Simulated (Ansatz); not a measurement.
# AlClH2O: one species, many methods

How much do the methods differ for AlClH2O? The plan is to run it at one geometry with functionals of several rungs and with coupled cluster. The yardstick is the atomisation energy at the CCSD(T) limit.

The runs use Ansatz 0.2.0, Gaussian basis; functionals in def2-TZVPP, the program's frozen cores in correlated methods.

The runs, in order: LDA (SPW92), PBE-D4, revPBE-D4, BLYP-D4, r2SCAN-D4, B97M-V, PBE0-D4, B3LYP-D4, r2SCANh-D4, r2SCAN0-D4, HSE06-D4, BHLYP-D4, CAM-B3LYP-D4, LC-ωPBE, ωB97X-V, ωB97M-V, B2PLYP, PBE-QIDH; CCSD(T)/def2-SVP; CCSD(T)/def2-TZVPP; CCSD(T)/def2-QZVPP; extrapolation to the limit; RPA on PBE.

## 1. The relaxed structure

An earlier PBE0-D4 in a triple-zeta def2 set relaxation fixed the geometry.

SMILES `[OH][AlH][Cl]`, 5 atoms, charge 0, spin multiplicity 1.

Atoms are counted from 1 here; the program's logs count them from 0.

Bond lengths: O1–Al2 1.684 Å, O1–H4 0.956 Å, Al2–Cl3 2.096 Å, Al2–H5 1.563 Å. Angles: Al2–O1–H4 124.3°, O1–Al2–Cl3 119.8°, O1–Al2–H5 119.3°, Cl3–Al2–H5 120.9°.

## 2. LDA

This LDA is Slater exchange with PW92 correlation.

Contents of in.yaml:

```yaml
crystal:
  periodic: [false, false, false]
  atoms:
    - {symbol: O, position_ang: [-1.110144, 0.370927, -0.514392]}
    - {symbol: Al, position_ang: [0.431046, 0.184870, 0.137485]}
    - {symbol: Cl, position_ang: [1.114934, -1.725440, 0.662775]}
    - {symbol: H, position_ang: [-1.719527, -0.349051, -0.669462]}
    - {symbol: H, position_ang: [1.333491, 1.444994, 0.342194]}
basis:
  gaussian: {orbitals: def2-TZVPP}
hamiltonian: {xc: lda}
output: {orbitals: {seedname: orbitals}}
```

After this run come: PBE-D4 (GGA); revPBE-D4 (GGA); BLYP-D4 (GGA); r2SCAN-D4 (meta-GGA); B97M-V (meta-GGA); PBE0-D4 (hybrid); B3LYP-D4 (hybrid); r2SCANh-D4 (hybrid); r2SCAN0-D4 (hybrid); HSE06-D4 (hybrid); BHLYP-D4 (hybrid); CAM-B3LYP-D4 (range-separated); LC-ωPBE-D4 (range-separated); ωB97X-V (range-separated); ωB97M-V (range-separated); B2PLYP (double hybrid); PBE-QIDH (double hybrid); CCSD(T) in def2-SVP; CCSD(T) in def2-TZVPP; CCSD(T) in def2-QZVPP; RPA on PBE orbitals.

**Question.** What will the summary of the whole plan be? Wanted: atomisation energy, CCSD(T)/CBS; farthest beyond LDA; mean size of error, GGA; mean size of error, meta-GGA; mean size of error, hybrid; mean size of error, range-separated; mean size of error, double hybrid; gap, smallest and largest; T1 diagnostic.

The runs gave:

| quantity | value |
| --- | --- |
| atomisation energy, CCSD(T)/CBS | 1686.5 kJ/mol |
| functionals within 8.4 kJ/mol (0.5 %) | r2SCAN-D4, B97M-V |
| farthest beyond LDA | BHLYP-D4 (-82.9 kJ/mol) |
| mean size of error, GGA | 38.8 kJ/mol |
| mean size of error, meta-GGA | 5.8 kJ/mol |
| mean size of error, hybrid | 46.6 kJ/mol |
| mean size of error, range-separated | 19.2 kJ/mol |
| mean size of error, double hybrid | 38.4 kJ/mol |
| gap, smallest and largest | 6.04 eV (LDA (SPW92)), 13.22 eV (LC-ωPBE) |
| T1 diagnostic | 0.0108 |
| triples share of the correlation energy | 3.5 % |

In words: LDA overbinds by 189.6 kJ/mol (11 %). PBE-D4 misses by -17.3 kJ/mol. Double hybrids carry the basis error of their MP2 part in triple zeta, and no dispersion term here, so their miss is partly the set-up's. By mean error the best rung here is meta-GGA (5.8 kJ/mol) and the worst beyond LDA is hybrid (46.6 kJ/mol). The mean of the hybrids holds BHLYP, with half exact exchange. The reference freezes the cores and leaves out relativity and excitations past (T), so misses under about 8.4 kJ/mol can't be ranked. Hartree-Fock recovers 73 % of the binding; the rest is correlation. CCSD(T) in def2-SVP is off by -136.0 kJ/mol, so the small basis spoils what the method gains. Orbital gaps span 6.0 to 13.2 eV; exact exchange widens them.
